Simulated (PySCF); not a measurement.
Methylenecyclopropene, C4H4.
Atom-mapped SMILES: `[CH2:1]=[C:2]1[CH:3]=[CH:4]1` (hydrogens: H5, H6 on C1; H7 on C3; H8 on C4)

Linear response at PBE0/aug-cc-pVTZ (PySCF, frozen core in the response, non-relativistic). Geometry: PBE0-D3(BJ)/def2-TZVP; no solvent, vibrations or thermal averaging.

Static isotropic polarisability: 48.19 au (7.14 Å³), principal values 33.2, 44.6, 66.8 au.

(1) What is the polarisability at 1064 nm and at the sodium D line?

(2) What is the isotropic C6 coefficient between two such molecules, C6 = (3/π)∫α(iω)² dω?

(3) Which effective excitation energy ω̄ makes London's formula C6 = (3/4)α²ω̄ exact here?

(4) How anisotropic is the static polarisability, by Δα² = ½[(α1 − α2)² + (α2 − α3)² + (α3 − α1)²]?

(5) The lowest 10 singlets have (eV, f): 4.17, 0.011; 5.15, 0.002; 5.54, 0.030; 5.57, 0.000; 5.94, 0.192; 6.17, 0.000; 6.19, 0.000; 6.41, 0.000; 6.75, 0.000; 7.13, 0.049. What share of the static polarisability do they carry in the sum over states α = Σ f/ω²?

(6) What three-body coefficient follows from the one-pole estimate C9 = (3/4)·α·C6?

Answers

(1) 48.82 au at 1064 nm (+1.3 %), 50.37 au at 589.3 nm (+4.5 %). The rise at 589.3 nm is 3.48 times that at 1064 nm; a pure ω² law gives 3.26. The lowest singlet lies at 297 nm, shorter than both wavelengths.

(2) 839.9 au (Eh·bohr⁶) by a ten-point quadrature over imaginary frequencies, which is 502 eV·Å⁶ or 48.4 J·nm⁶/mol.

(3) ω̄ = 4·C6/(3α²) = 0.482 Eh = 13.1 eV. A one-pole form α(ω) = α/(1 − ω²/ω̄²) fitted to the 1064 nm value gives 10.3 eV.

(4) Δα = 29.6 au, or 0.61 of the isotropic value.

(5) 5.98 au, 12.4 % of α; the largest term, 4.03 au, is that of the state at 5.94 eV. Their oscillator strengths add up to 0.28. Higher states carry the rest.

(6) 30400 au. This is an estimate from the two numbers above, not a computed integral.
